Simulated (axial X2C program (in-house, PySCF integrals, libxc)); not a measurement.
# Potential curves of NO⁺, with spin–orbit coupling

All values were computed with an axial X2C code built on PySCF integrals. Two-component (2c) means X2C with spin–orbit coupling and atomic mean-field two-electron Coulomb and Gaunt terms. Basis: O dyall-av3z [7s6p3d2f], N dyall-av3z [7s7p3d2f] (cores contracted in-house); Gaussian nuclei, density fitting, unrestricted open shells. Masses: O 15.995 u, N 14.003 u.

State: Ω = 0 (closed shell). Energies in eV from the fragments at the same level (O+ + N). Fits are polynomials in 1 − R0/R over 0.85 to 1.23 times the lowest point R0.

```
 R (Å)     B97-3   CCSD(T)    PBE50      PBE0
0.9178   -8.7749            -7.9006   -8.6041
0.9600  -10.1108   -9.3329  -9.1444   -9.9422
0.9917  -10.6974   -9.9887  -9.6586  -10.5302
1.0233  -11.0048  -10.3672  -9.8913  -10.8386
1.0550  -11.0921  -10.5286  -9.9012  -10.9267
1.0919  -10.9767  -10.5033  -9.6928  -10.8117
1.1288  -10.6840  -10.3057  -9.3043  -10.5187
1.1763  -10.1206   -9.8730  -8.6143   -9.9543
1.2343   -9.2474            -7.5829   -9.0788
1.3187   -7.7922            -5.8943   -7.6191
1.4348   -5.7109            -3.4981   -5.5318
1.5825   -3.2275            -0.6460   -3.0453
```

Correlated methods: 10 electrons correlated (number of frozen shells: O 1 s; N 1 s), 198 virtual spin orbitals or spinors in MP2, 104 natural virtuals in coupled cluster.

The state is one determinant whose occupation by symmetry is held fixed; it was picked as the lowest of a PBE0 search that is not exhaustive. Closed shells are restricted here (equal orbitals for both partners); the stretched side of such a curve lies too high. Dissociation energies refer to the lowest single-determinant-based atoms at the same level and basis. Coupled cluster ran in a truncated set of natural virtual spinors; the MP2 energy of the rest was added. (T) has no such correction and the atoms are truncated less, which lowers De at CCSD(T) by a hundredth of an eV or more. Coupled cluster ran on the points near the minimum only. MP2 and coupled cluster on one determinant become unreliable at the stretched end.

(1) What are Re, ωe and De at the B97-3 level?

(2) Fit the CCSD(T) curve near its minimum: give the equilibrium distance, the harmonic wavenumber and the well depth.

(3) Fit the PBE50 curve near its minimum: give the equilibrium distance, the harmonic wavenumber and the well depth.

(4) Fit the PBE0 curve near its minimum: give the equilibrium distance, the harmonic wavenumber and the well depth.

## Answers

(1) At B97-3, 2c: Re = 1.054 Å, ωe ≈ 2520 cm⁻¹, De = 11.09 eV to O+ + N; Be follows as 2.03 cm⁻¹.

(2) At CCSD(T), 2c: Re = 1.068 Å, ωe ≈ 2360 cm⁻¹, De = 10.54 eV to O+ + N; Be follows as 1.98 cm⁻¹.

(3) At PBE50, 2c: Re = 1.040 Å, ωe ≈ 2670 cm⁻¹, De = 9.92 eV to O+ + N; Be follows as 2.09 cm⁻¹.

(4) At PBE0, 2c: Re = 1.054 Å, ωe ≈ 2520 cm⁻¹, De = 10.93 eV to O+ + N; Be follows as 2.03 cm⁻¹.
